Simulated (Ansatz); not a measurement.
This script drives Ansatz 0.2.0, Python API.

The script, `c2h2fo_md.py`:
```python
"""A short Born-Oppenheimer trajectory of C2H2FO(+)."""

import warnings

import ansatz
import numpy as np

BASIS_SET = "6-31G*"
FUNCTIONAL = "pbe0"
CHARGE = 1
N_STEPS = 40
TEMPERATURE_K = 300

GEOMETRY = """
O     2.11470    0.07550   -0.00770
C     0.98830    0.01270   -0.00120
C    -0.47250   -0.06890    0.00730
F    -1.00560    1.19840   -0.12830
H    -0.81260   -0.51250    0.96560
H    -0.81230   -0.70510   -0.83570
"""

warnings.simplefilter("ignore", ansatz.DeckWarning)

geometry = ansatz.Crystal.molecule()
for line in GEOMETRY.strip().splitlines():
    symbol, *xyz = line.split()
    geometry = geometry.atom(symbol, [float(v) for v in xyz])

model = (
    geometry.calculation()
    .basis(gaussian=BASIS_SET)
    .functional(FUNCTIONAL)
    .charge(CHARGE)  # electrons removed from the neutral system
)
symbols = [site.symbol for site in geometry.cartesian_sites]
start = np.array([site.position_ang for site in geometry.cartesian_sites], dtype=float)
summary = model.relax(force_tolerance=0.02).run(threads=1, backend="cpu").report
end = np.array(summary["positions_ang"])
minimum = ansatz.Crystal.molecule()
for symbol, place in zip(symbols, end):
    minimum = minimum.atom(symbol, place.tolist())

# dynamics from the relaxed geometry
model = (
    minimum.calculation()
    .basis(gaussian=BASIS_SET)  # atom-centred Gaussian functions
    .functional(FUNCTIONAL)
    .charge(CHARGE)  # electrons removed from the neutral system
    .md("nvt_nose_hoover", timestep=1.0, steps=N_STEPS, temperature=TEMPERATURE_K, initial_velocities="maxwell_boltzmann", seed=15, thermostat_time=50)
)
frames = []
result = model.session().plan().execute(on_event=lambda e: frames.append(e["data"]) if e["event"] == "md_step" else None)
print("t (fs)   E_pot (eV)      E_kin (eV)   T (K)   d(0-1) (A)")
for f in frames[::1]:
    xyz = np.array(f["positions_ang"])
    print(f"{f['time_fs']:6.2f} {f['lagrangian_ev']:14.5f} {f['e_kin_ev']:10.5f} {f['temperature_k']:8.1f} {np.linalg.norm(xyz[0] - xyz[1]):9.4f}")
kept = np.array([f["conserved_ev"] for f in frames])
print(f"conserved energy moves by at most {1000 * np.ptp(kept):.3f} meV")
```

It is started by `python c2h2fo_md.py`. How long does it take on 1 thread of Arm Neoverse V2 (shared host), and how much memory does it need?

It took about 73 s, with a peak of 0.2 GiB, for 2 runs of the engine.

```console
$ python c2h2fo_md.py
t (fs)   E_pot (eV)      E_kin (eV)   T (K)   d(0-1) (A)
  0.00    -6853.09676    0.15511    300.0    1.1178
  1.00    -6853.08688    0.14554    281.5    1.1124
  2.00    -6853.06201    0.12143    234.8    1.1082
  3.00    -6853.03353    0.09360    181.0    1.1062
  4.00    -6853.01122    0.07150    138.3    1.1068
  5.00    -6852.99766    0.05777    111.7    1.1098
  6.00    -6852.98959    0.04958     95.9    1.1147
  7.00    -6852.98428    0.04449     86.0    1.1202
  8.00    -6852.98344    0.04398     85.1    1.1251
  9.00    -6852.98994    0.05052     97.7    1.1285
 10.00    -6853.00204    0.06240    120.7    1.1295
 11.00    -6853.01327    0.07354    142.2    1.1280
 12.00    -6853.01780    0.07834    151.5    1.1241
 13.00    -6853.01426    0.07536    145.8    1.1187
 14.00    -6853.00521    0.06697    129.5    1.1128
 15.00    -6852.99477    0.05715    110.5    1.1077
 16.00    -6852.98679    0.04971     96.2    1.1045
 17.00    -6852.98434    0.04778     92.4    1.1040
 18.00    -6852.99020    0.05416    104.8    1.1063
 19.00    -6853.00611    0.07043    136.2    1.1110
 20.00    -6853.02933    0.09381    181.4    1.1171
 21.00    -6853.05112    0.11597    224.3    1.1235
 22.00    -6853.06223    0.12809    247.7    1.1291
 23.00    -6853.06029    0.12775    247.1    1.1328
 24.00    -6853.05048    0.11961    231.3    1.1341
 25.00    -6853.03948    0.10990    212.6    1.1329
 26.00    -6853.02927    0.10057    194.5    1.1295
 27.00    -6853.01657    0.08870    171.5    1.1245
 28.00    -6852.99845    0.07176    138.8    1.1190
 29.00    -6852.97923    0.05402    104.5    1.1140
 30.00    -6852.97000    0.04591     88.8    1.1105
 31.00    -6852.97806    0.05424    104.9    1.1093
 32.00    -6852.99772    0.07385    142.8    1.1105
 33.00    -6853.01503    0.09174    177.4    1.1139
 34.00    -6853.02029    0.09848    190.5    1.1188
 35.00    -6853.01411    0.09424    182.3    1.1239
 36.00    -6853.00345    0.08539    165.2    1.1283
 37.00    -6852.99442    0.07776    150.4    1.1310
 38.00    -6852.98855    0.07308    141.3    1.1313
 39.00    -6852.98512    0.07099    137.3    1.1291
 40.00    -6852.98584    0.07326    141.7    1.1245
conserved energy moves by at most 2.503 meV
```

Notes:
- Total energies depend on the basis set; only differences at equal settings carry meaning.
- The trajectory is only some femtoseconds long, so its temperature is not equilibrated; where the script doesn't relax first, it starts from a rough generated geometry.
- The temperature counts the internal degrees of freedom alone.
- With hydrogen a step over 0.5 fs is long.

(Lines on the test bed's own set-up are left out of the output.)
